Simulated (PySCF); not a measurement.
**C₃H₄FN: full NMR table**

```
Formula                               : C3H4FN
SMILES                                : FCC1=NC1
InChI                                 : InChI=1S/C3H4FN/c4-1-3-2-5-3/h1-2H2
Point group of the computed structure : C1
Degrees of unsaturation               : 2
Carbon signals                        : 3
Proton signals                        : 2
```

Atom-mapped SMILES (the numbers label the heavy atoms): `[F:1][CH2:2][C:3]1=[N:4][CH2:5]1`. Hydrogens are named by the atom that carries them.

Theory: PBE/pcSseg-2 with gauge-including orbitals, J couplings at B3LYP/pcJ-1, coordinates at the PBE0-D3(BJ)/def2-SVP level, in PySCF 2.14 (one averaged value for each set of equivalent atoms, relativity neglected, one conformer, no solvent).

Scale: TMS for 1H (σ = 31.18 ppm) and 13C (σ = 179.39 ppm); CFCl3 for 19F (σ = 142.93 ppm); 15N (σ = 261.04 ppm) against NH3 (reference shieldings calculated alike).

| carbon | δC, type | δH (multiplicity, J in Hz) | HMBC from (abs. J ≥ 3 Hz) | span of the C tensor (ppm) |
| --- | --- | --- | --- | --- |
| C2 | 86.4, CH2 | 5.76 (dt, 54.7, 1.3) | – | 93 |
| C3 | 181.3, C | – | H(C2) | 289 |
| C5 | 25.1, CH2 | 1.57 (ddd, 1.5, 1.3, 1.0) | – | 130 |

Other nuclei:
| atoms | nucleus | environment | δ (ppm) | σ (ppm) |
| --- | --- | --- | --- | --- |
| F1 | 19F | fluorine on an sp3 carbon | -284.7 | 427.6 |
| N4 | 15N | imine nitrogen | 309.2 | -48.2 |

Selected couplings (Hz, signed; the shortest-range and largest first, 30 at most; isotopes 19F, 13C, 1H, 15N): 1J(F1,C2) -240.9, 1J(C5,H(C5)) 189.4, 1J(C2,H(C2)) 158.1, 1J(C2,C3) 70.4, 1J(C3,C5) 32.8, 1J(N4,C5) 13.5, 1J(C3,N4) 8.0, 2J(F1,H(C2)) 54.7, 2J(F1,C3) 30.5, 2J(C2,N4) -4.3, 2J(N4,H(C5)) -3.6, 3J(F1,N4) 6.0, 3J(F1,C5) 2.0, 3J(N4,H(C2)) -1.4, 4J(H(C2),H(C5)) -1.5, 4J(F1,H(C5)) 1.3, 4J(H(C2),H(C5)) -1.0.

- Carbon types of the structure: 1 × C, 2 × CH2, which accounts for all hydrogens.
- δC 181.3: C=N carbon.
- δC 86.4: sp3 CH2 bonded to F; deshielded by the electronegative neighbour.
- δC 25.1: three-membered-ring carbon; pulled downfield by the heteroatom.
- δH 5.76: hydrogen on an sp3 CH2 bonded to F; its carbon carries F, an electronegative neighbour.
- δH 1.57: hydrogen on a three-membered-ring carbon; cyclopropane-type protons are shielded by the ring.

Common functionals overestimate the size of one-bond C–F couplings by tens of Hz; these are unscaled. Splittings below 1 Hz are ignored in the labels, and close J values are merged. Shifts are as computed, not scaled to solution data. Of 1211 compounds with measured shifts, 218 miss one by over three times the rms of a fit or turn the order of signals round; such compounds aren't used in these exercises. Unscaled 19F shifts against computed CFCl3 carry errors that often reach 10 to 50 ppm. Experimental scales use liquid or dissolved standards, which lie at an offset from isolated NH3 (liquid NH3: subtract about 20 ppm). Unscaled 15N shifts of sp2 nitrogen come out 20 to 40 ppm too high even then.
